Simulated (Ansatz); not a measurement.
in.yaml

```yaml
crystal:
  periodic: [false, false, false]
  atoms:
    - {symbol: Ta, position_ang: [0.000000, 0.000000, 0.000000]}
    - {symbol: N, position_ang: [0.000000, 0.000000, 1.819600]}
basis:
  gaussian: {orbitals: def2-SVP}
magnetization: {spin_polarized: true, initial_magnetization: 2}
correlation: {method: ccsdt_q, electrons: outside_noble_gas}
```

```sh
$ ansatz run in.yaml --threads 1 --pin off --events-out ev --progress --plain --max-ram 2393MiB
```

The program prints:

```
841 factors; integrals over basis functions are off by at most 1.5e-7 eV
mean field evaluation 1: about -2998.7205 eV, gradient 4.7e1 eV
mean field evaluation 2: about -2998.7264 eV, gradient 4.7e1 eV
mean field evaluation 4: about -3010.3103 eV, gradient 4.4e0 eV
mean field evaluation 8: about -3010.6389 eV, gradient 1.1e0 eV
mean field evaluation 16: about -3011.6600 eV, gradient 2.4e-4 eV
mean field evaluation 32: about -2984.7867 eV, gradient 3.9e2 eV
mean field evaluation 64: about -3011.6487 eV, gradient 3.2e-1 eV
mean field evaluation 96: about -3006.3145 eV, gradient 6.3e-2 eV
mean field evaluation 128: about -3007.0450 eV, gradient 1.2e0 eV
mean field evaluation 160: about -3010.7716 eV, gradient 1.6e-1 eV
...
cycle  23  -7.73632777 eV  change   -3.0e-5 eV  update   8.1e-6
cycle  24  -7.73635153 eV  change   -2.4e-5 eV  update   5.2e-6
cycle  25  -7.73635472 eV  change   -3.2e-6 eV  update   2.7e-6
cycle  26  -7.73635663 eV  change   -1.9e-6 eV  update   1.9e-6
cycle  27  -7.73635641 eV  change    2.3e-7 eV  update   1.4e-6
cycle  28  -7.73635638 eV  change    2.4e-8 eV  update   9.9e-7
cycle  29  -7.73635714 eV  change   -7.6e-7 eV  update   6.1e-7
cycle  30  -7.73635807 eV  change   -9.3e-7 eV  update   4.3e-7
cycle  31  -7.73635839 eV  change   -3.3e-7 eV  update   2.9e-7
cycle  32  -7.73635910 eV  change   -7.1e-7 eV  update   1.9e-7
perturbative correction -0.10764899 eV, -0.0039560272 hartree
Total energy: -3019.50399762 eV, -110.9647252192 hartree
```

Ran on 1 thread of Arm Neoverse V2, shared host: 45 s wall, 0.36 GiB peak host memory.
